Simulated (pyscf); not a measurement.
This saddle point was located with ωB97X-D3(BJ)/def2-SVP in PySCF.

```xyz
9

O     -0.2862     1.4854     0.2319
B     -0.5624     0.0166     0.5936
O     -0.9071    -0.2814     1.8891
O     -1.1735    -0.6259    -0.4588
H     -0.6674     1.6622    -0.6398
H     -0.3951     0.1995     2.5456
H     -1.5265    -1.4810    -0.1930
F      1.1510    -0.1080     0.4444
H      0.7855     0.9763     0.1658
```
Charge 0, spin multiplicity 1.

Surface: singlet, charge 0. Lowest wavenumbers (cm⁻¹): 988i, 207, 325, 363, 393.

What reaction is this the transition state of?

boric acid (HO–B(OH)–OH) + hydrogen fluoride (HF) <-> water (H₂O) + HO–B(OH)–F, a four-centre exchange read from left to right: B–O, F–H broken and H–O, B–F formed. At CCSD(T)/def2-TZVPP + ΔMP2(QZVPP) it lies +22.0 kcal/mol from the left side and +25.7 kcal/mol from the right (each side as separated species at their lowest minima found). On the reactant side the descent ends in a bound adduct, 10.3 kcal/mol under the separated species and 29.7 kcal/mol under the saddle at ωB97X-D3(BJ)/def2-TZVP. On the product side the descent ends in a complex, 4.4 kcal/mol under the separated species and 27.7 kcal/mol under the saddle at ωB97X-D3(BJ)/def2-TZVP. The products may also form a dative adduct at HO–B(OH)–F; it and routes through it were not searched. At ωB97X-D3(BJ) the barrier from the zero used here is 19.3 kcal/mol. One saddle was located; it need not be the lowest between these sides. The CCSD(T) − MP2 part came from Ansatz, without density fitting, on the same reference.
